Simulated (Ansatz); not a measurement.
Input file:

```yaml
crystal:
  periodic: [false, false, false]
  atoms:
    - {symbol: Si, position_ang: [-0.031709, 0.031761, 0.031513]}
    - {symbol: H, position_ang: [0.824141, 0.890506, 0.888343]}
    - {symbol: H, position_ang: [-0.891260, -0.822663, 0.888958]}
    - {symbol: H, position_ang: [-0.886438, 0.887296, -0.829637]}
    - {symbol: H, position_ang: [1.837092, -1.840141, -1.825740]}
basis:
  gaussian: {orbitals: 6-31G}
correlation: {method: sc_nevpt2, electrons: outside_noble_gas, active_space: {window: {electrons: 2, orbitals: 2}}}
```

```sh
$ ansatz run in.yaml --threads 1 --pin off --events-out ev --progress --plain --max-ram 2393MiB
```

Output:

```
268 factors; integrals over basis functions are off by at most 1.9e-4 eV
mean field evaluation 1: about -7917.5415 eV, gradient 9.8e0 eV
mean field evaluation 2: about -7917.5399 eV, gradient 9.8e0 eV
mean field evaluation 4: about -7918.1439 eV, gradient 1.2e0 eV
mean field evaluation 8: about -7918.1524 eV, gradient 3.2e-6 eV
mean field evaluation 16: about -7914.2630 eV, gradient 3.0e-4 eV
mean field -7918.15238361 eV, -290.9867329812 hartree, gradient 2.4e-6 eV, S^2 0.000000; 1 other end points of the search recorded, 0 dependent functions left out; unrestricted orbitals would lower it
reference -7918.15238361 eV, -290.9867329812 hartree; 9, 9 occupied and 12, 12 virtual orbitals, 268 factors
state -7920.50076429 eV, -291.0730343795 hartree
state -7920.50076429 eV, -291.0730343795 hartree; corrected -7921.84930639 eV, -291.1225923874 hartree
Total energy: -7921.84930639 eV, -291.1225923874 hartree
```

For the same geometry and basis full CI lies 569.7 meV lower. By full CI's occupations no single determinant describes the state well.

Ran on 1 thread of Arm Neoverse V1, shared host: 0.18 s wall, 0.18 GiB peak host memory.
